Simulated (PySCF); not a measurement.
Species: C₅H₁₀S.
SMILES: `C(C)(C)(C=S)C`

Torsions of this conformer, `[CH3:1][C:2]([CH3:3])([CH3:4])[CH:5]=[S:6]`: C1–C2–C5–S6 123°.

The closed-shell ground state was solved at several levels (PySCF, density fitting, gas phase, non-relativistic). Isolated species at its PBE0-D3(BJ)/def2-SVP geometry, gas phase.

```json
{"level": "OPBE/pcSseg-1", "basis functions": "159", "total energy (Eh)": "-594.5740", "HOMO (eV)": "-5.12", "LUMO (eV)": "-2.89", "gap (eV)": "2.23", "dipole (D)": "2.59"}
{"level": "B3LYP/pcSseg-1", "basis functions": "159", "total energy (Eh)": "-594.7114", "HOMO (eV)": "-6.13", "LUMO (eV)": "-2.21", "gap (eV)": "3.92", "dipole (D)": "2.49"}
{"level": "LC-wPBE/pcSseg-1", "basis functions": "159", "total energy (Eh)": "-594.4459", "HOMO (eV)": "-9.14", "LUMO (eV)": "0.22", "gap (eV)": "9.36", "dipole (D)": "2.60"}
{"level": "B97-2/pcSseg-1", "basis functions": "159", "total energy (Eh)": "-594.6417", "HOMO (eV)": "-6.14", "LUMO (eV)": "-2.09", "gap (eV)": "4.05", "dipole (D)": "2.59"}
{"level": "KT2/pcSseg-1", "basis functions": "159", "total energy (Eh)": "-601.2675", "HOMO (eV)": "-5.24", "LUMO (eV)": "-2.95", "gap (eV)": "2.29", "dipole (D)": "2.48"}
{"level": "CAM-B3LYP/pcSseg-1", "basis functions": "159", "total energy (Eh)": "-594.5762", "HOMO (eV)": "-7.71", "LUMO (eV)": "-0.84", "gap (eV)": "6.87", "dipole (D)": "2.50"}
{"level": "mPW1PW91/pcSseg-1", "basis functions": "159", "total energy (Eh)": "-594.6597", "HOMO (eV)": "-6.42", "LUMO (eV)": "-2.05", "gap (eV)": "4.37", "dipole (D)": "2.59"}
{"level": "PBE0/pcSseg-1", "basis functions": "159", "total energy (Eh)": "-594.3007", "HOMO (eV)": "-6.39", "LUMO (eV)": "-2.04", "gap (eV)": "4.35", "dipole (D)": "2.58"}
{"level": "PBE0/6-31G*", "basis functions": "108", "total energy (Eh)": "-594.3219", "HOMO (eV)": "-6.24", "LUMO (eV)": "-1.84", "gap (eV)": "4.40", "dipole (D)": "2.74"}
```

(1) Estimate the row for PBE0/STO-3G, a basis of 44 functions; the other rows only guide the guess.

(2) Over all these levels, which gives the widest orbital gap and which the narrowest?

(3) How much does the basis alone move the frontier levels among the 3 PBE0 rows (the withheld one included)?

(4) In the pcSseg-1 basis, how does the gap go with the fixed share of exact exchange?

(5) How far do the dipole and the HOMO energy spread over the levels?

## Answers

(1) Total energy -587.6131 Eh, HOMO -2.85 eV, LUMO 1.68 eV, gap 4.53 eV, dipole 1.26 D.

(2) LC-wPBE/pcSseg-1 (range-separated hybrid) has the widest, 9.36 eV, and OPBE/pcSseg-1 (GGA) the narrowest, 2.23 eV. The two share the basis. From the narrowest to the widest the HOMO moves by -4.02 eV and the LUMO by +3.11 eV.

(3) The HOMO by 3.54 eV and the LUMO by 3.72 eV. By rising basis size (HOMO, LUMO in eV): STO-3G -2.85, 1.68; 6-31G* -6.24, -1.84; pcSseg-1 -6.39, -2.04.

(4) OPBE (0 %) 2.23 eV; KT2 (0 %) 2.29 eV; B3LYP (20 %) 3.92 eV; B97-2 (21 %) 4.05 eV; PBE0 (25 %) 4.35 eV; mPW1PW91 (25 %) 4.37 eV. Each rise in the share widens the gap here.

(5) The dipole runs from 1.26 to 2.74 D (mean 2.44 D) and the HOMO from -9.14 to -2.85 eV.
